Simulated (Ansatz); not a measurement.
Isolated molecules relaxed with PBE0-D4/def2-TZVP in Ansatz; ΔE leaves out vibrations. CCSD(T)/CBS adds triple-zeta CCSD(T) − MP2 to the extrapolated MP2 energy (def2 sets, frozen cores). Functionals use def2-TZVPP. B3LYP here is the variant with VWN-RPA as its local correlation; programs differ in this. Each species was taken in one conformer, which may not be the lowest.

Reaction (isomerisation): `CC1=C(O)C1` → `CC1(O)C=C1`

`CC1=C(O)C1`:

Cartesian coordinates in Å:
```
C 0.364 0.625 -1.461
C -0.004 0.034 -0.168
C 0.104 -0.164 1.102
O 0.676 0.035 2.289
C -0.994 -0.922 0.497
H 0.622 -0.151 -2.187
H 1.218 1.298 -1.365
H -0.471 1.194 -1.883
H 1.406 0.655 2.184
H -0.892 -2.000 0.339
H -2.029 -0.605 0.653
```

`CC1(O)C=C1`:

```xyz
11

C     0.567    0.946    0.867
C    -0.026    0.095   -0.219
O    -0.077    0.867   -1.397
C    -1.041   -0.955    0.018
C     0.149   -1.372   -0.306
H     0.628    0.389    1.801
H    -0.043    1.839    1.025
H     1.570    1.276    0.584
H    -0.458    0.321   -2.091
H    -2.067   -1.201    0.249
H     0.799   -2.204   -0.531
```

| level | ΔE (kJ/mol) |
| --- | --- |
| PBE-D4 | 8.4 |
| PBE0-D4 | 5.8 |
| B3LYP-D4 | 3.0 |
| PBE | 9.9 |
| PBE0 | 7.0 |
| HF/def2-QZVPP | -2.6 |
| MP2/def2-QZVPP | -6.6 |
| CCSD/CBS(def2) | -9.2 |

Q: What does CCSD(T)/CBS give? (Estimate.)

A: Ansatz gave: -9.6 kJ/mol. The listed levels differ from it by 18.0, 15.4, 12.6, 19.5, 16.6, 7.0, 3.0, 0.4 kJ/mol.

Largest T1 diagnostic among the species: 0.011.
